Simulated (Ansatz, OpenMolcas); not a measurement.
# From OpenMolcas to Ansatz

OpenMolcas 26.06 runs this on SiH3Cl (chlorosilane):

mol.inp:
```
&GATEWAY
  BasLib = $CurrDir
  Coord
  5
  angstrom
  Si      -0.112000       0.018600      -0.030900
  Cl       1.838300      -0.513500       0.329900
  H       -0.950900      -0.488300       1.079100
  H       -0.534700      -0.585700      -1.314900
  H       -0.190800       1.495400      -0.104700
  Basis = STO-3G
  Group = NoSym

&SEWARD
  GridInput
  Grid=UltraFine
  End of Grid

&SCF
  KSDFT = B3LYP
  Thresholds = 1e-10 1e-07 1e-07 1e-05
  PrOrbitals = 1 1
```

```bash
$ export MOLCAS_MEM=1860
$ pymolcas mol.inp > mol.log
```

(Basis files named in the input come from the Basis Set Exchange and aren't shown.)

The coordinates come from a PBE0-D4/def2-TZVP relaxation.

It gives a total energy of -743.162843 Eh.

Question: Write the same calculation for Ansatz 0.2.0 as an input file of the program's own.

Answer: This input was run:

input.yaml:
```yaml
crystal:
  periodic: [false, false, false]
  atoms:
    - {symbol: Si, position_ang: [-0.112000, 0.018600, -0.030900]}
    - {symbol: Cl, position_ang: [1.838300, -0.513500, 0.329900]}
    - {symbol: H, position_ang: [-0.950900, -0.488300, 1.079100]}
    - {symbol: H, position_ang: [-0.534700, -0.585700, -1.314900]}
    - {symbol: H, position_ang: [-0.190800, 1.495400, -0.104700]}
basis:
  gaussian: {orbitals: STO-3G}
hamiltonian: {xc: {name: B3LYP}}
accuracy: high
total_charge: 0
```

```bash
$ ansatz run input.yaml --threads 1 --pin off --max-ram 2610MiB --events-out events.jsonl --progress --plain --runs-dir runs
```

Its energy is -743.162843 Eh, 0.000 mEh from the first.
